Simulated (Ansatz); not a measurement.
# PSi2: the cost of one run

Program: Ansatz 0.2.0, Gaussian basis. Level of theory: def2-QZVPP, all electrons in the functionals. These are calculated values, not measurements.

The runs, in order: PBE, BLYP, r2SCAN, B97M-V, PBE0, B3LYP, wB97M-V, at charge 0, doublet; charge 0, quartet; charge 1, singlet; charge 1, triplet.

5 further runs of the same task are left out: 1 that didn't finish, 4 set aside as unsound or not needed.

### Step 1. The system

The geometry is a PBE0/def2-TZVP stationary point (not a proven minimum).

3 atoms, charge 0, spin multiplicity 2.

Atoms are counted from 1 here; the program's logs count them from 0.

Bond lengths: Si1–P2 2.098 Å, P2–Si3 2.098 Å. Angles: Si1–P2–Si3 117.5°.

No dispersion term is added; B97M-V, wB97M-V hold VV10 nonlocal correlation. B3LYP takes the VWN-RPA correlation.

The geometry shown and the zero of energy belong to the point charge 0, doublet. The yardstick, UCCSD(T), and other wave-function levels (R restricted, U unrestricted, valence and pair active spaces) come from earlier runs.

### Step 2. PBE, charge 0, doublet

The input, in.yaml:

```yaml
crystal:
  periodic: [false, false, false]
  atoms:
    - {symbol: Si, position_ang: [0.000000, -0.386578, 1.794001]}
    - {symbol: P, position_ang: [0.000000, 0.701061, 0.000000]}
    - {symbol: Si, position_ang: [0.000000, -0.386578, -1.794001]}
basis:
  gaussian: {orbitals: "def2-QZVPP.json"}
magnetization: {spin_polarized: true, initial_magnetization: 1}
hamiltonian: {xc: {name: PBE}}
output: {orbitals: {seedname: orbitals}}
```

Run with:

```sh
ansatz run in.yaml --threads 1 --pin off --events-out ev --progress --plain --max-ram 2393MiB
```

What time and memory should one allow on 1 thread of Arm Neoverse V1, shared host?

About 44 s, with a peak of 0.58 GiB.
